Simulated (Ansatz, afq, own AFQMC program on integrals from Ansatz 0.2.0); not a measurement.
**Atomization energy of BeH2Se, singlet**

```xyz
4

Se    0.0000   -0.0210    0.2415
Be    0.0000    0.0183   -1.7935
H     0.0000    1.4507    0.2462
H     0.0000    0.0294   -3.1278
```

Connectivity, by distances: SeH–BeH.

Atoms in their ground-state spins without spin–orbit coupling (mostly on UHF) minus the molecule (RHF), without zero-point energy. The geometry is a stationary point, not shown to be a minimum.

Basis cc-pVDZ. Only valence electrons are correlated. AFQMC by an in-house program on the Cholesky factors that Ansatz 0.2.0 writes for its CCSD(T) run. The CISD trial takes its coefficients from CCSD amplitudes. Released means that phaseless walkers are propagated on without the constraint, phases kept. Error bars are statistical, one sigma. No spin–orbit coupling. The errors of all members are added in quadrature.

No full CI on the walks' own integrals is used here; CCSDT(Q) serves as the reference and is uncertain by about the last step of the cluster series. Each member takes its own surest rung, up to full CI.

Errors are counted within cc-pVDZ, not against nature.

Cautions: inner d shell frozen; no relativity below Rb; no spin-orbit coupling; BeH₂Se (singlet): the ph-AFQMC/CISD walk drifts between its halves (2.3 errors); other spins of the molecule weren't checked.

| level | atomization energy (kcal/mol) |
| --- | --- |
| MP2 | 212.2 |
| CCSD | 206.9 |

(1) From these cheaper values, estimate the atomization energy at the reference level in cc-pVDZ.

(1) 209.7 kcal/mol (CCSDT(Q) in cc-pVDZ).

```tsv
level	atomization energy (kcal/mol)	error against CCSDT(Q) (kcal/mol)
HF	172.9	-36.8
CCSD(T)	209.3	-0.4
CCSDT	209.6	-0.1
ph-AFQMC/HF	210.7 ± 1.1	1.1 ± 1.1
ph-AFQMC/CISD	209.7 ± 0.2	0.0 ± 0.2
released AFQMC	209.8 ± 0.2	0.1 ± 0.2
```

Correlation beyond CCSD(T) adds 0.4 kcal/mol. The perturbative (T) step is worth +2.4 kcal/mol.

A walk keeps the symmetry of its determinant, which the program's search chose and which needn't be the lowest solution, so a lower state of the same spin and another symmetry isn't excluded. Released energies are given only where the last usable release times agree within the noise; a slower fall can still hide under it.
